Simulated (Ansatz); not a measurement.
# BSiH2 (sextet): from Hartree-Fock to the top rungs, cc-pVTZ

An exercise on one series of results from a longer session: the logs are not shown, and one member is left open.

Computed with Ansatz 0.2.0, Gaussian basis. Level: cc-pVTZ, core rule «outside noble gas», up to 6 orbitals frozen.

To be run: UHF; CCSD(T) on ROHF; CCSD(T) on UHF; BCCD(T) on ROHF; CCSDT(Q) on ROHF; CCSDT(Q) on UHF; CASSCF and MRCISD+Q, 9 electrons in 10 orbitals; CASSCF and NEVPT2, 9 electrons in 10 orbitals.

3 further runs of the same task are left out: 3 set aside as unsound or not needed.

### What is computed

The geometry is a PBE0/def2-TZVP stationary point (not a proven minimum) of the parent state, kept for this charge and spin.

4 atoms, charge 0, spin multiplicity 6.

Atoms are counted from 1 here; the program's logs count them from 0.

Bond lengths: Si1–B2 1.915 Å, Si1–H3 1.512 Å, B2–H4 1.193 Å. Angles: B2–Si1–H3 126.7°, Si1–B2–H4 134.2°.

The first run:

Contents of in.yaml:

```yaml
crystal:
  periodic: [false, false, false]
  atoms:
    - {symbol: Si, position_ang: [0.000000, -0.047060, 0.551810]}
    - {symbol: B, position_ang: [0.000000, -0.060513, -1.363344]}
    - {symbol: H, position_ang: [0.000000, 1.171072, 1.447364]}
    - {symbol: H, position_ang: [0.000000, 0.789266, -2.200146]}
basis:
  gaussian: {orbitals: cc-pVTZ}
magnetization: {spin_polarized: true, initial_magnetization: 5}
hamiltonian: {xc: hf}
output: {orbitals: {seedname: orbitals}}
```

Command:

```
$ ansatz run in.yaml --threads 1 --pin off --events-out ev --progress --plain --max-ram 4096MiB --backend cpu
```

Among the steps run: UHF; CCSD(T) on ROHF; CCSD(T) on UHF; BCCD(T) on ROHF; CCSDT(Q) on ROHF; CCSDT(Q) on UHF; CASSCF and MRCISD+Q, 9 electrons in 10 orbitals; CASSCF and NEVPT2, 9 electrons in 10 orbitals.

One table of the session follows, with a row left open; its other results are not shown here.

| method | from UCCSDT(Q) (meV) |
| --- | --- |
| ROHF | +5020.7 |
| UHF | +4926.6 |
| RMP2 | +1226.1 |
| UMP2 | +1220.6 |
| RCCSD | +272.6 |
| UCCSD | +267.9 |
| RCCSD(T) | +61.3 |
| UCCSD(T) | +59.4 |
| BCCD(T) | +60.2 |
| RCCSDT | +12.5 |
| UCCSDT | +9.8 |
| RCCSDT(Q) | ? |
| UCCSDT(Q) | 0 |
| CASSCF valence | +3763.5 |
| NEVPT2 valence | +1009.9 |
| MRCISD valence | +371.2 |
| MRCISD+Q valence | +121.9 |

**Question.** Estimate the row for RCCSDT(Q).

The run gave: from UCCSDT(Q) (meV): +4.1. In the column «from UCCSDT(Q) (meV)» it lies between UCCSDT(Q) (0) and UCCSDT (+9.8).

Among the levels timed on like hardware and quicker than the yardstick, those that no quicker one beats, quickest first: UCCSD(T) (4.9 s, +59.4 meV).

To keep in mind: Of the multireference levels listed MRCISD+Q valence comes nearest in total energy (+121.9 meV), which doesn't show that its space is the better one. Restricted and unrestricted rows rest on different reference determinants; where their highest levels disagree by more than a few hundredths of an eV, they describe different states and don't form one ladder.
